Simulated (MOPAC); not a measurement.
MOPAC input (PM7):

```
PM7 1SCF CHARGE=-1 GEO-OK AUX(PRECISION=9) THREADS=1
C5H7

C    -0.02784272 1    0.07672693 1    0.05477787 1
C    -0.08889168 1    0.83888068 1    1.33004228 1
C    -0.01253030 1   -0.71527917 1    1.30288250 1
C     0.75721562 1    0.00668667 1   -1.21024639 1
C    -0.77765176 1    0.01327665 1   -1.22694930 1
H     0.91531343 1    1.23209040 1    1.56079430 1
H    -0.90142096 1   -1.28826233 1    1.58274551 1
H     0.91258719 1   -1.26192393 1    1.51820960 1
H     1.25888284 1   -0.91323288 1   -1.50845941 1
H     1.26283121 1    0.90616505 1   -1.55641461 1
H    -1.27312957 1   -0.91059355 1   -1.51956341 1
H    -1.27685927 1    0.91400673 1   -1.58035391 1
```

From the last part of the output:

```
                                                       MOPAC v23.2.5 Linux

          FINAL HEAT OF FORMATION =         84.41891 KCAL/MOL =     353.20870 KJ/MOL

          COSMO AREA              =        117.69 SQUARE ANGSTROMS
          COSMO VOLUME            =        105.19 CUBIC ANGSTROMS

          IONIZATION POTENTIAL    =          1.743159 EV
          HOMO LUMO ENERGIES (EV) =         -1.743  7.673
          NO. OF FILLED LEVELS    =         14
          MOLECULAR WEIGHT        =         67.1103         POINT GROUP:  C1

          MOLECULAR DIMENSIONS (Angstroms)

            Atom       Atom       Distance
            H    10    H     7     4.39930
            H    11    H     6     4.34353
            H     9    H    12     3.08341

          SCF CALCULATIONS        =          1

   ATOM   CHEMICAL          X               Y               Z
  NUMBER   SYMBOL      (ANGSTROMS)     (ANGSTROMS)     (ANGSTROMS)

     1       C         -0.02784272  *   0.07672693  *   0.05477787  *
     2       C         -0.08889168  *   0.83888068  *   1.33004228  *
     3       C         -0.01253030  *  -0.71527917  *   1.30288250  *
     4       C          0.75721562  *   0.00668667  *  -1.21024639  *
     5       C         -0.77765176  *   0.01327665  *  -1.22694930  *
     6       H          0.91531343  *   1.23209040  *   1.56079430  *
     7       H         -0.90142096  *  -1.28826233  *   1.58274551  *
     8       H          0.91258719  *  -1.26192393  *   1.51820960  *
     9       H          1.25888284  *  -0.91323288  *  -1.50845941  *
    10       H          1.26283121  *   0.90616505  *  -1.55641461  *
    11       H         -1.27312957  *  -0.91059355  *  -1.51956341  *
    12       H         -1.27685927  *   0.91400673  *  -1.58035391  *

                             CARTESIAN COORDINATES

   1    C       -0.027842720     0.076726930     0.054777870
   2    C       -0.088891680     0.838880680     1.330042280
   3    C       -0.012530300    -0.715279170     1.302882500
   4    C        0.757215620     0.006686670    -1.210246390
   5    C       -0.777651760     0.013276650    -1.226949300
   6    H        0.915313430     1.232090400     1.560794300
   7    H       -0.901420960    -1.288262330     1.582745510
   8    H        0.912587190    -1.261923930     1.518209600
   9    H        1.258882840    -0.913232880    -1.508459410
  10    H        1.262831210     0.906165050    -1.556414610
  11    H       -1.273129570    -0.910593550    -1.519563410
  12    H       -1.276859270     0.914006730    -1.580353910

           Empirical Formula: C5 H7  =    12 atoms

      MOLECULAR POINT GROUP   :   C1

                  EIGENVALUES
 -25.23891 -21.17941 -16.06547 -14.11975 -12.59002 -11.29008  -9.89509  -8.63900
  -8.00205  -6.85465  -5.92313  -4.87869  -4.41836  -1.74316   7.67301   9.04532
   9.43880   9.94431  10.30829  10.73256  10.91459  11.01867  11.09431  11.44981
  11.83204  12.17550  13.45798

              NET ATOMIC CHARGES AND DIPOLE CONTRIBUTIONS

  ATOM NO.   TYPE          CHARGE      No. of ELECS.   s-Pop       p-Pop
    1          C          -0.026517        4.0265     1.00776     3.01876
    2          C          -0.494485        4.4945     1.31919     3.17529
    3          C          -0.451216        4.4512     1.04341     3.40780
    4          C          -0.402916        4.4029     1.04507     3.35785
    5          C          -0.361404        4.3614     1.04357     3.31783
    6          H           0.029557        0.9704     0.97044
    7          H           0.114013        0.8860     0.88599
    8          H           0.093204        0.9068     0.90680
    9          H           0.120456        0.8795     0.87954
   10          H           0.128244        0.8718     0.87176
   11          H           0.118577        0.8814     0.88142
   12          H           0.132487        0.8675     0.86751
 DIPOLE           X         Y         Z       TOTAL
 POINT-CHG.     0.076    -1.397    -3.345     3.626
 HYBRID         1.494    -1.520    -1.246     2.469
 SUM            1.569    -2.917    -4.591     5.661

          ATOMIC ORBITAL ELECTRON POPULATIONS

     Atom    s        px        py        pz
    1  C   1.00776   0.93474   1.23474   0.84928
    2  C   1.31919   1.38051   0.91983   0.87495
    3  C   1.04341   1.10492   1.13169   1.17119
    4  C   1.04507   1.00409   1.12693   1.22683
    5  C   1.04357   0.99037   1.12536   1.20211
    6  H   0.97044
    7  H   0.88599
    8  H   0.90680
    9  H   0.87954
   10  H   0.87176
   11  H   0.88142
   12  H   0.86751

 **********************
 *                    *
 * JOB ENDED NORMALLY *
 *                    *
 **********************

 == MOPAC DONE ==
```

The dipole moment of an ion depends on the origin.
